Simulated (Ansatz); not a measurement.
The input, for Ansatz 0.2.0:

```yaml
crystal:
  periodic: [false, false, false]
  atoms:
    - {symbol: B, position_ang: [0.000000, 0.000000, 0.000000]}
    - {symbol: H, position_ang: [0.414685, 0.812495, 0.810653]}
    - {symbol: H, position_ang: [-0.424327, -0.807694, 0.810461]}
    - {symbol: H, position_ang: [-0.412812, 0.808646, -0.815443]}
    - {symbol: H, position_ang: [0.422454, -0.813448, -0.805671]}
basis:
  gaussian: {orbitals: def2-SVPD}
magnetization: {spin_polarized: false, initial_magnetization: 3}
hamiltonian: {xc: {name: B3LYP}}
correlation: {method: ccsd, electrons: valence, diis_vectors: 12}
scf: {omitted_lower_state_checks: [cluster_reference]}
```

```sh
$ ansatz run in.yaml --threads 1 --pin off --events-out ev --progress --plain --max-ram 2393MiB
```

Output:

```
these checks for a lower state are left out or cut short: cluster_reference
515 factors; integrals over basis functions are off by at most 9.7e-4 eV
mean field evaluation 1: about -728.4824 eV, gradient 1.4e1 eV
mean field evaluation 2: about -728.4820 eV, gradient 1.4e1 eV
mean field evaluation 4: about -729.2304 eV, gradient 6.5e0 eV
mean field evaluation 8: about -728.8409 eV, gradient 1.0e1 eV
mean field evaluation 16: about -729.5267 eV, gradient 1.0e-3 eV
mean field evaluation 32: about -729.5229 eV, gradient 5.5e-2 eV
mean field evaluation 64: about -729.2199 eV, gradient 6.0e0 eV
mean field -729.52671787 eV, -26.8096123907 hartree, gradient 2.5e-6 eV, S^2 3.750000; 10 other end points of the search recorded, 0 dependent functions left out
1 core orbitals not correlated: weight in the atoms' cores, before any rotation towards them, 1.000 or more for the frozen orbitals, at most 0.000 for the correlated occupied ones
reference -722.56431939 eV, -26.5537489658 hartree; 5, 2 occupied and 46, 49 virtual orbitals, 515 factors
second order -2.98888996 eV of doubles, -0.21912821 eV of singles
cycle   1  -3.62600392 eV  change   -4.2e-1 eV  update   4.6e-2
cycle   2  -3.76265070 eV  change   -1.4e-1 eV  update   1.6e-2
cycle   3  -3.77122310 eV  change   -8.6e-3 eV  update   4.9e-3
cycle   4  -3.77180069 eV  change   -5.8e-4 eV  update   2.0e-3
cycle   5  -3.77144112 eV  change    3.6e-4 eV  update   8.7e-4
cycle   6  -3.77165862 eV  change   -2.2e-4 eV  update   3.8e-4
cycle   7  -3.77171448 eV  change   -5.6e-5 eV  update   2.0e-4
cycle   8  -3.77167276 eV  change    4.2e-5 eV  update   1.3e-4
cycle   9  -3.77166134 eV  change    1.1e-5 eV  update   7.2e-5
cycle  10  -3.77166439 eV  change   -3.1e-6 eV  update   2.6e-5
cycle  11  -3.77165948 eV  change    4.9e-6 eV  update   8.9e-6
cycle  12  -3.77165894 eV  change    5.4e-7 eV  update   3.4e-6
Total energy: -726.33597833 eV, -26.6923548753 hartree
Checks for a lower state left out: cluster_reference
```

Ran on 1 thread of AMD EPYC 9R45, shared host: 2.5 s wall, 0.17 GiB peak host memory.
